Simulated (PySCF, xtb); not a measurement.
O3, SMILES O=[O+][O-].

GFN2-xTB (xtb) at its own geometry gives an orbital gap of 2.16 eV and a dipole moment of 1.12 D.

The structure is a stationary point at PBE0-D3(BJ)/def2-TZVP. The molecule may have multireference character, which single-reference levels describe poorly.

Task: What does PySCF with CAM-B3LYP/def2-TZVPD give? (Estimate from the structure and the level; the computed values follow.)

Result: gap 7.61 eV (levels -11.37 and -3.76 eV), dipole 0.70 D.
